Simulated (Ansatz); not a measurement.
## hcp Os

Calculation: PBEsol (Ansatz, a program for electronic structure, PAW).

Numerical settings: plane-wave cutoff 520 eV, 16×16×10 k mesh (along the axes of the cell as run), Fermi–Dirac smearing 0.1 eV, perturbation theory, force constants from a 4×4×2 q mesh, no spin polarisation, scalar-relativistic PAW data made under PBE.

Cell: relaxed at this level.

```yaml
zero_point_energy: 0.031 eV/atom
```

Spin–orbit coupling is not included.
